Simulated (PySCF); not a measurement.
# A search over the determinants of P₂

Unrestricted PBE0; P def2-SVP; no relativity (PySCF 2.14). Outer shells of the fragments: P 3s2 3p3; P 3s2 3p3.

Followed along the bond (rough minima from three points):

| 2Ms+1 | unpaired | ⟨S²⟩ at the start | R at minimum (Å) | Te (eV) |
| --- | --- | --- | --- | --- |
| 1 | none | 0.23 | 1.89 | 0.00 |
| 3 | π ↑↑ | 2.01 | 2.07 | 2.35 |
| 5 | π ↑↑↑↑ | 6.01 | none in the scan | ≤ 3.40 |

Solutions found at the starting distance of 2.130 Å, counted from the lowest of them; the search is not exhaustive and high or unbound solutions are not listed, so other states can lie among these:

| 2Ms+1 | unpaired | term | E (eV) | ⟨S²⟩ | ⟨Lz²⟩ |
| --- | --- | --- | --- | --- | --- |
| 1 | none | ¹Σ⁺ | 0.00 | 0.23 | 0.00 |
| 3 | π ↑↑ | mixed | 1.59 | 2.01 | 2.01 |
| 3 | π ↑↑ | mixed | 2.26 | 2.00 | 2.00 |
| 1 | π ↑↓ | mixed | 2.42 | 1.01 | 2.01 |
| 3 | σ ↑, π ↑ | ³Π | 2.86 | 2.01 | 1.00 |
| 5 | π ↑↑↑↑ | ⁵Σ⁺ | 2.92 | 6.01 | 0.00 |
| 1 | σ ↓, π ↑ | mixed | 3.14 | 1.01 | 1.00 |
| 1 | π ↑↑↓↓ | mixed | 3.71 | 2.02 | 4.04 |
| 5 | σ ↑, π ↑↑↑ | ⁵Π | 3.99 | 6.01 | 1.00 |
| 3 | σ ↑, π ↑↑↓ | mixed | 4.67 | 3.01 | 3.02 |
| 1 | σ ↓, π ↑↑↓ | mixed | 4.85 | 2.03 | 3.02 |
| 3 | σ ↑, π ↑ | ³Π | 6.27 | 2.00 | 1.00 |
| 3 | σ ↑↑ | mixed | 6.58 | 2.31 | 0.00 |
| 5 | σ ↑, π ↑↑↑ | ⁵Π | 7.50 | 6.00 | 1.00 |

A term symbol is given only where ⟨S²⟩ and ⟨Lz²⟩ are close to those of a pure state; real π, δ and φ orbitals otherwise mix terms, and g/u labels are left off.

**Question.** Compare the gap between the two lowest followed solutions at the starting distance with the gap between their minima.

**Answer.** At PBE0 the second solution (triplet, unpaired electrons π ↑↑) lies +1.59 eV from the first (singlet, closed shell) at 2.130 Å and +2.35 eV at the minima; the two curves relax by different amounts, since their minima lie near 2.07 and 1.89 Å.

The measured ground state is X ¹Σg+ (Huber and Herzberg, Constants of Diatomic Molecules (1979)).

Counting both spins, an empty level lies below a filled one in some of these solutions, because spin and occupation are held.
